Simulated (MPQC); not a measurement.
# AlH (SMILES [AlH]) at UBP86/cc-pVDZ

What is the energy change on altering one bond length of AlH at UBP86/cc-pVDZ? 

The results are computed with MPQC 2.3.1.

6 further runs of the same task are left out: 4 that didn't finish, 2 set aside as unsound or not needed.

## (1) The molecule

AlH: 2 atoms, total charge 0, spin state singlet. SMILES: `[AlH]`. The shape comes from GFN2-xTB, which is rough for such elements, and wasn't checked as a minimum.

Bond lengths: Al1–H2 1.613 Å.

## (2) Energy and gradient at UBP86/cc-pVDZ

Input file input.in:

```
% UKS/cc-pVDZ
molecule: (angstrom)
  Al     0.000000     0.000000     0.000000
  H      0.000000     0.000000     1.613470
basis: cc-pVDZ
memory: 1000000000
symmetry: auto
checkpoint: no
multiplicity: 1
gradient: yes
method: UKS (xc = BP86 grid = xfine)
```

Started as:

```console
mpqc input.in > input.out
```

Log:

```text
MPQC: Massively Parallel Quantum Chemistry
[...]
  Integrated electron density error = 0.000271094425
  iter     1 energy = -242.8493488080 delta = 3.06331e-01
  Integrated electron density error = 0.000208762205
  iter     2 energy = -242.9812625655 delta = 8.44146e-02
[...]
  Integrated electron density error = -0.000000002803
  iter    18 energy = -242.9908926322 delta = 7.46210e-08
  Integrated electron density error = -0.000000002802
  iter    19 energy = -242.9908926322 delta = 3.61099e-08
  Integrated electron density error = -0.000000002802
  iter    20 energy = -242.9908926322 delta = 1.73928e-08
[...]
  <S^2>      = 0.000000
  total scf energy = -242.9908926322
[...]
  Integrated electron density error = -0.000000004078
  Total Gradient:
[...]
Value of the MolecularEnergy: -242.9908926322
  Gradient of the MolecularEnergy:
      1   -0.0000000000
      2   -0.0000000000
      3    0.0163231956
      4    0.0000000000
      5    0.0000000000
      6   -0.0163231956
  Unrestricted Kohn-Sham (UKS) Parameters:
    Function Parameters:
      value_accuracy    = 8.917136e-09 (1.000000e-08) (computed)
      gradient_accuracy = 8.917136e-07 (1.000000e-06) (computed)
      hessian_accuracy  = 0.000000e+00 (1.000000e-04)
[...]
        symmetry = c2v
[...]
        nbasis = 23
[...]
      nalpha = 7
      nbeta = 7
[...]
```

Wall time 3.3 s (1 thread of Intel Xeon 6975P-C (Granite Rapids), shared host).

## (3) The distorted shape

Input file mol.in:

```
% UKS/cc-pVDZ
basis: cc-pVDZ
molecule: (angstrom)
  Al     0.000000     0.000000     0.080670
  H      0.000000     0.000000     1.613470
multiplicity: 1
symmetry: auto
memory: 1000000000
checkpoint: no
gradient: yes
method: UKS (xc = BP86 grid = xfine)
optimize: no
```

Started as:

```console
mpqc -o mol.out mol.in
```

Log:

```text
MPQC: Massively Parallel Quantum Chemistry
[...]
  Integrated electron density error = 0.000187983863
  iter     1 energy = -242.8471075816 delta = 3.06497e-01
  Integrated electron density error = 0.000113788555
  iter     2 energy = -242.9770807316 delta = 8.55852e-02
[...]
  Integrated electron density error = -0.000000010604
  iter    18 energy = -242.9868409551 delta = 6.93437e-08
  Integrated electron density error = -0.000000010604
  iter    19 energy = -242.9868409551 delta = 3.37655e-08
  Integrated electron density error = -0.000000010604
  iter    20 energy = -242.9868409551 delta = 1.70356e-08
[...]
  <S^2>      = -0.000000
  total scf energy = -242.9868409551
[...]
  Integrated electron density error = -0.000000011933
  Total Gradient:
[...]
Value of the MolecularEnergy: -242.9868409551
  Gradient of the MolecularEnergy:
      1    0.0000000000
      2    0.0000000000
      3    0.0378911877
      4   -0.0000000000
      5   -0.0000000000
      6   -0.0378911877
  Unrestricted Kohn-Sham (UKS) Parameters:
    Function Parameters:
      value_accuracy    = 7.847902e-09 (1.000000e-08) (computed)
      gradient_accuracy = 7.847902e-07 (1.000000e-06) (computed)
      hessian_accuracy  = 0.000000e+00 (1.000000e-04)
[...]
        symmetry = c2v
[...]
        nbasis = 23
[...]
      nalpha = 7
      nbeta = 7
[...]
```

It took 3.3 s on 1 thread of Intel Xeon 6975P-C (Granite Rapids), shared host.

## (4) What came out

At UBP86/cc-pVDZ:

```
                                                          quantity          value
                                         first shape: total energy  -242.99089 Eh
                             first shape: largest force on an atom     0.839 eV/Å
                                     distorted shape: total energy  -242.98684 Eh
                         distorted shape: largest force on an atom     1.948 eV/Å
energy change with the Al1–H2 bond shortened from 1.613 to 1.533 Å       0.110 eV
```

In words: With the Al1–H2 bond shortened from 1.613 to 1.533 Å the energy rises by 0.11 eV (2.5 kcal/mol). The first shape isn't relaxed at this level, so the change isn't measured from a minimum. The largest force (first shape) is 0.84 eV/Å: the shape isn't a stationary point for this species at this level.
